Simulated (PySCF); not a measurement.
Compound: 1-chloro-2,2-difluoroethylene, C2HClF2.
SMILES: `FC(F)=CCl`

Theory: PBE0/def2-SVPD in PySCF (dipole) on a GFN2-xTB geometry, gas phase.

Masses are those of the commonest isotopes; rigid-rotor values at the optimised geometry. 

(1) Give the principal moments of inertia and the rotational constants in cm⁻¹.

(2) What kind of rotor is it?

(3) What does the inertial defect say?

(4) Give the coordinates in the principal-axis frame, origin at the centre of mass.

(5) List the rotational levels J(Ka,Kc) to J = 3 (cm⁻¹).

(6) Which types of transition are allowed, and where do some lines up to J = 5 fall?

(7) Estimate the classical rotational partition function at 10 K, 50 K and 500 K.

## Answers

(1) Ia = 47.64, Ib = 222.88, Ic = 270.52 u·Å²; 505379 MHz·u·Å²/I gives 10607, 2267 and 1868 MHz, that is A = 0.35383, B = 0.07564, C = 0.06231 cm⁻¹.

(2) A near-prolate asymmetric top. Ray's parameter κ = (2B − A − C)/(A − C) = -0.909; −1 is the prolate and +1 the oblate limit.

(3) Planar: Δ = Ic − Ia − Ib = 0.00 u·Å². For a rigid frame Δ = −2 Σ m c², so it vanishes when all atoms lie in the ab plane; here none is more than 0.01 Å from it.

(4) The sense of each axis is arbitrary; atoms in the order of the calculation.
```json
{"atom": "F1", "mass (u)": "18.998", "a (Å)": "-0.976", "b (Å)": "1.247", "c (Å)": "0.000"}
{"atom": "C2", "mass (u)": "12.000", "a (Å)": "-0.846", "b (Å)": "-0.067", "c (Å)": "0.000"}
{"atom": "F3", "mass (u)": "18.998", "a (Å)": "-2.040", "b (Å)": "-0.647", "c (Å)": "0.000"}
{"atom": "C4", "mass (u)": "12.000", "a (Å)": "0.287", "b (Å)": "-0.750", "c (Å)": "0.000"}
{"atom": "Cl5", "mass (u)": "34.969", "a (Å)": "1.822", "b (Å)": "0.007", "c (Å)": "0.000"}
{"atom": "H6", "mass (u)": "1.008", "a (Å)": "0.276", "b (Å)": "-1.827", "c (Å)": "0.001"}
```

(5) Above 0(0,0):
J = 1: 1(0,1) 0.1380, 1(1,1) 0.4161, 1(1,0) 0.4295
J = 2: 2(0,2) 0.4134, 2(1,2) 0.6787, 2(1,1) 0.7187, 2(2,1) 1.5533, 2(2,0) 1.5537
J = 3: 3(0,3) 0.8254, 3(1,3) 1.0723, 3(1,2) 1.1522, 3(2,2) 1.9671, 3(2,1) 1.9694, 3(3,1) 3.3916, 3(3,0) 3.3917
Those of J = 1 are B + C, A + C and A + B.

(6) The dipole components are |μa| = 0.05 D, |μb| = 1.09 D, |μc| = 0.00 D; the mirror of this Cs structure is the ab plane, so μc vanishes by symmetry and there are no c-type lines. Intensities carry the squares of the components, which stand as 0.00 : 1.00 (a : b). Some lines, for components of 0.1 D or more:

```tsv
type	branch	J(Ka,Kc)	MHz	lower level (cm⁻¹)
b	Q	5(1,4) ← 5(0,5)	11916	2.053
b	R	1(1,1) ← 0(0,0)	12476	0.000
b	R	2(1,2) ← 1(0,1)	16212	0.138
b	Q	3(2,1) ← 3(1,2)	24500	1.152
b	Q	5(2,4) ← 5(1,5)	28666	2.251
b	R	2(2,1) ← 1(1,0)	33690	0.429
b	Q	5(3,3) ← 5(2,4)	42821	3.207
b	R	4(2,2) ← 3(1,3)	43566	1.072
b	Q	4(4,0) ← 4(3,1)	59750	3.944
b	R	4(4,1) ← 3(3,0)	76322	3.392
```

(7) Point group Cs, symmetry number σ = 1; q = (√π/σ)·√((kT/h)³/(ABC)), k/h = 20836.6 MHz/K: 795 at 10 K, 8890 at 50 K, 281000 at 500 K.

Whether it is a minimum is left open (no frequencies). No vibrational averaging or centrifugal distortion is included, and the geometry carries the error of its method. Quadrupole hyperfine structure (35Cl) is left out.
